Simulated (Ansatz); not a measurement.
A nudged elastic band was laid between two geometries of C2H4OS (8 atoms, charge 0, multiplicity 1).

These are results of Ansatz, RKS B3LYP/def2-SVP, not measurements.

```json
{
  "movable images": "9",
  "climbing image": "yes",
  "spring": "5.0 eV/Å²",
  "optimiser": "quadratic models (default)",
  "start path": "through a guess of the saddle point",
  "force threshold": "0.05 eV/Å",
  "iteration limit": "60",
  "end points": "relaxed"
}
```

Image 0:

```xyz
8
Properties=species:S:1:pos:R:3
H -1.497 -1.253 -1.089
O -1.032 -1.052 -0.257
C -0.201 -0.034 -0.509
C 0.566 0.357 0.720
S -0.078 0.664 -1.988
H 1.121 -0.516 1.102
H -0.139 0.658 1.513
H 1.260 1.177 0.508
```

Image 10:

```xyz
8
Properties=species:S:1:pos:R:3
H -1.490 -0.511 -2.136
O -0.524 -1.608 -0.008
C -0.235 -0.453 -0.162
C 0.610 0.360 0.797
S -0.795 0.515 -1.595
H 1.016 -0.307 1.568
H -0.010 1.137 1.272
H 1.429 0.867 0.264
```

(1) Which bonds break or form, and what moves?

(2) Give the energies along the band, and the barrier.

(3) What is the geometry of the highest image?

(4) What are the harmonic wavenumbers there?

## Answers

(1) Bonds broken: H1–O2. Bonds formed: H1–S5.

(2) The forces met the threshold. The highest image is number 6 of 0 to 10, 114.1 kJ/mol above the first end and 129.8 kJ/mol above the last; the last end lies 15.6 kJ/mol below the first. A vibrational analysis at the climbing image gives one clearly imaginary mode, 1708i cm⁻¹: a first-order saddle point. The orbitals stay closed-shell, which can raise the energy where a bond breaks towards radicals; this wasn't checked here.

| image | path coordinate (Å) | energy (kJ/mol) | H1–O2 (Å) | H1–S5 (Å) |
| --- | --- | --- | --- | --- |
| 0 | 0.00 | 0.0 | 0.97 | 2.55 |
| 1 | 0.30 | 0.3 | 0.97 | 2.55 |
| 2 | 0.60 | 1.0 | 0.97 | 2.55 |
| 3 | 0.90 | 1.9 | 0.98 | 2.54 |
| 4 | 1.20 | 8.8 | 0.98 | 2.34 |
| 5 | 1.50 | 54.2 | 1.06 | 1.97 |
| 6 | 1.80 | 114.1 | 1.35 | 1.65 |
| 7 | 2.07 | 68.5 | 1.67 | 1.44 |
| 8 | 2.34 | 16.2 | 2.01 | 1.36 |
| 9 | 2.61 | -9.0 | 2.33 | 1.35 |
| 10 | 2.88 | -15.6 | 2.58 | 1.35 |

(3) 
```xyz
8
Properties=species:S:1:pos:R:3:forces:R:3
H -1.228 -0.919 -1.506 0.00 0.00 0.00
O -0.722 -1.360 -0.335 0.01 0.01 0.00
C -0.254 -0.183 -0.343 0.00 -0.02 0.01
C 0.587 0.346 0.775 0.00 0.00 -0.01
S -0.748 0.640 -1.762 0.00 0.00 0.00
H 0.864 -0.469 1.457 0.00 0.00 0.00
H 0.014 1.106 1.331 0.00 0.00 0.00
H 1.488 0.839 0.383 0.00 0.00 0.00
```

(4) 1708i, 48, 340, 476, 622, 723, 973, 975, 1021, 1222, 1378, 1428, 1444, 1585, 1828, 3048, 3129, 3165 cm⁻¹.

Run time: 100 s on 2 threads of Arm Neoverse V2 (shared host), peak memory 0.15 GiB.
